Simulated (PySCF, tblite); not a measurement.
Isomers of C6H7 (doublet state), one GFN2-xTB conformer each. Single-point energies are computed at B3LYP/pcH-1 (PySCF, gas phase, no added dispersion term), electronic only. GFN2-xTB treats the open shell by occupation alone, and not every SCF solution was tested for stability.

Task: Rank them by B3LYP/pcH-1 energy, lowest first (kcal/mol).
A. `C=C=[C]C(=C)C` [radical]
B. `[CH:1]#[C:2][C:3]1([CH2:4])[CH2:5][CH2:6]1` (doublet state) with C2–C3–C4–H 0° and 180°
C. `[CH2:1]=[C:2][C@H:3]1[CH:4]=[C:5]1[CH3:6]` (doublet state) with C1–C2–C3–C4 -106°

Result: A (0.0), B (30.8), C (46.0).

As drawn, the highest has a three-membered ring, which the lowest lacks. GFN2-xTB itself gives, in the same order: 0.0, 18.1, 41.3. Both levels put the same isomer lowest; measured from each level's own lowest isomer, the values differ by up to 12.7 kcal/mol (C#CC1([CH2])CC1: 18.1 against 30.8).

Task: What happens when harmonic zero-point energies from GFN2-xTB frequencies are added?

Result: 
```tsv
SMILES	ZPE (kcal/mol)	electronic (kcal/mol)	with ZPE (kcal/mol)
C=C=[C]C(=C)C	63.5	0.0	0.0
C#CC1([CH2])CC1	63.9	30.8	31.1
C=[C][C@H]1C=C1C	63.0	46.0	45.5
```

The zero-point energies span 0.9 kcal/mol. The order is unchanged.
